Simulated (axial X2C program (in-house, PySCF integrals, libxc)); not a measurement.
## NaB⁻: from the spin-free to the two-component result

Calculated with an axial X2C code built on PySCF integrals. Spin-free means the one-electron spin-free X2C Hamiltonian; two-component (2c) means X2C with spin–orbit coupling and atomic mean-field two-electron Coulomb and Gaunt terms, so the difference of the two also holds small scalar two-electron terms. Basis: Na dyall-av3z [10s9p5d2f], B dyall-av3z [8s7p3d2f] (cores contracted in-house); Gaussian nuclei, density fitting, unrestricted open shells. Masses: Na 22.990 u, B 11.009 u.

Spin-free state: M_S = 3/2, Λ = 0 (beyond evenly filled blocks: σα, π+α, π-α); fragments Na- + B.

```csv
level,Re (Å),ωe (cm⁻¹),μ (D)
PBE0,2.462,299.4,-2.48
HF,2.550,265.9,0.74
MP2,2.493,263.8,n/a
```

Correlated methods: 13 electrons correlated (number of frozen shells: Na 1 s; B 1 s), 247 virtual spin orbitals or spinors in MP2.

Dipoles are positive if B is the positive end and refer to the centre of mass.

Two-component determinant lowest at the distance of the search:

Ω = 3/2 (⟨Sz⟩ = 1.50, ⟨Lz⟩ = 0.00 at HF); fragments Na- + B.

| level | Re (Å) | ωe (cm⁻¹) | μ (D) |
| --- | --- | --- | --- |
| PBE0 | 2.462 | 299.4 | -2.48 |
| HF | 2.550 | 265.9 | 0.74 |
| MP2 | 2.493 | 263.8 | n/a |

From the two tables, how do the constants change at the MP2 level (2c against spin-free)?

At the MP2 level Re is unchanged within 0.001 Å and ωe is unchanged to within 0.2 cm⁻¹.

Occupations by symmetry block were frozen at the best pattern of an incomplete PBE0 search. De is not given where an atomic determinant may have missed its ground term or J level, or where the truncated virtual space spoils (T). Density functionals use the spin component along the axis (collinear). PBE0 can misorder states that lie within some tenths of an eV, so this need not be the ground state of the molecule. The nearest other spin-free determinant of the search, M_S = 3/2, Λ = 1, lies 0.03 eV up at the distance of the search. Without a current term, density functionals place determinants with orbital angular momentum somewhat too high. The spin of this state cannot come from the lowest atoms; the curve heads to a higher limit, and no De is given. With several unpaired electrons one determinant need not be a pure state. A state of lower Ω lies just above, and one determinant can place such states too high, so the state shown need not be the lowest. The search has Ω = 1/2 only 0.03 eV up. The highest occupied level of some functionals is positive through self-interaction error; at Hartree–Fock it is bound. This is the top spin component of a Σ state; components of lower Ω are not single determinants and can lie lower.
